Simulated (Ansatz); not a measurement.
# C3H6F: the cost of one run

Method: the levels named in each step, in Ansatz 0.2.0.

### Step 1. The structure to begin with

Bond lengths: C2–C3 1.372 Å, C3–C4 1.372 Å, F1–H5 0.932 Å, C2–H6 1.076 Å, C2–H7 1.075 Å, C3–H8 1.083 Å, C4–H9 1.076 Å, C4–H10 1.074 Å. Angles: C2–C3–C4 124.5°, C2–C3–H8 117.8°, C4–C3–H8 117.7°, C3–C2–H6 121.0°, C3–C2–H7 121.6°, H6–C2–H7 117.4°, C3–C4–H9 120.9°, C3–C4–H10 121.6°, H9–C4–H10 117.6°.

Structure file:

```xyz
10

F     2.1253    2.0889   -0.7025
C    -1.7045   -2.0387    0.2585
C    -1.2094   -0.7841    0.0049
C    -0.2429   -0.1634    0.7561
H     2.6873    1.3796   -0.9272
H    -1.3459   -2.6182    1.0914
H    -2.4648   -2.4802   -0.3594
H    -1.6093   -0.2457   -0.8460
H     0.1874   -0.6508    1.6141
H     0.1046    0.8250    0.5196
```

### Step 2. A rough first relaxation, PBE-D4/def2-SVP

input.yaml

```yaml
crystal:
  periodic: [false, false, false]
  atoms:
    - { symbol: F, position_ang: [2.12528, 2.08894, -0.70248] }
    - { symbol: C, position_ang: [-1.70453, -2.03871, 0.25845] }
    - { symbol: C, position_ang: [-1.20945, -0.78409, 0.00492] }
    - { symbol: C, position_ang: [-0.24294, -0.16339, 0.75614] }
    - { symbol: H, position_ang: [2.68733, 1.37964, -0.92721] }
    - { symbol: H, position_ang: [-1.34592, -2.61818, 1.09135] }
    - { symbol: H, position_ang: [-2.46484, -2.48022, -0.35943] }
    - { symbol: H, position_ang: [-1.60926, -0.24573, -0.84602] }
    - { symbol: H, position_ang: [0.18737, -0.65081, 1.61406] }
    - { symbol: H, position_ang: [0.10463, 0.82501, 0.51964] }
magnetization:
  spin_polarized: true
  initial_magnetization: 1
basis:
  gaussian: { orbitals: def2-SVP }
hamiltonian:
  xc: pbe
  dispersion: d4
relax:
  f_tol: 0.03
  max_steps: 200
```

On the command line:

```bash
$ ansatz run input.yaml --threads 4 --pin off --max-ram 10240MiB --backend cpu --events-out ev --progress --plain --runs-dir out
```

What time and memory should one allow on 4 threads of Intel Xeon at 2.50GHz (Skylake/Cascade Lake), shared host?

About 54 s, with a peak of 0.15 GiB.
